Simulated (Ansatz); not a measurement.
**BH₂− (singlet): from Hartree-Fock to the top rungs, aug-cc-pVTZ**

An exercise on one series of results from a longer session: the logs are not shown, and one member is left open.

Method: aug-cc-pVTZ, core rule «outside noble gas», up to 1 orbitals frozen; program: Ansatz 0.2.0, Gaussian basis.

The runs, in order: UHF; CCSD(T) on RHF; CCSD(T) on UHF; BCCD(T) on RHF; CCSDT(Q) on RHF; CASSCF and NEVPT2, 6 electrons in 6 orbitals.

10 further runs of the same task are left out: 3 that didn't finish, 7 set aside as unsound or not needed.

## The system

The geometry is a PBE0/def2-TZVPD stationary point (not a proven minimum).

3 atoms, charge -1, spin multiplicity 1.

Atoms are counted from 1 here; the program's logs count them from 0.

Bond lengths: B1–H2 1.247 Å, B1–H3 1.247 Å. Angles: H2–B1–H3 102.0°.

The first run:

in.yaml reads:

```yaml
crystal:
  periodic: [false, false, false]
  atoms:
    - {symbol: B, position_ang: [0.000000, -0.123368, 0.000000]}
    - {symbol: H, position_ang: [0.000000, 0.661614, -0.969076]}
    - {symbol: H, position_ang: [0.000000, 0.661614, 0.969076]}
basis:
  gaussian: {orbitals: aug-cc-pVTZ}
total_charge: -1
magnetization: {spin_polarized: true, initial_magnetization: 0}
hamiltonian: {xc: hf}
output: {orbitals: {seedname: orbitals}}
```

Launch:

```sh
ansatz run in.yaml --threads 1 --pin off --events-out ev --progress --plain --max-ram 2393MiB
```

Steps of the session up to this table: UHF; CCSD(T) on RHF; CCSD(T) on UHF; BCCD(T) on RHF; CCSDT(Q) on RHF; CASSCF and NEVPT2, 6 electrons in 6 orbitals.

One of the session's tables, all rows but one given; the rest of the session is left out.

```
        method  from RCCSDT(Q) (meV)
           RHF               +4136.0
           UHF               +3861.2
          RMP2                +784.1
          UMP2                +847.6
         RCCSD                +173.4
         UCCSD                +187.2
      RCCSD(T)                     ?
      UCCSD(T)                 +52.5
       BCCD(T)                 +29.9
        RCCSDT                  +7.0
     RCCSDT(Q)                     0
CASSCF valence               +2884.6
NEVPT2 valence                +856.6
```

**Question.** Estimate the row for RCCSD(T).

**Answer.** from RCCSDT(Q) (meV): +30.4. In the column «from RCCSDT(Q) (meV)» it lies between BCCD(T) (+29.9) and UCCSD(T) (+52.5).

Caveats from the session: The determinant is far from a pure spin state, so its energy mixes those of several spin states (harmless only where they are near-degenerate, as at dissociation). Warnings: restricted reference is unstable; spin contamination. Restricted and unrestricted rows rest on different reference determinants; where their highest levels disagree by more than a few hundredths of an eV, they describe different states and don't form one ladder.
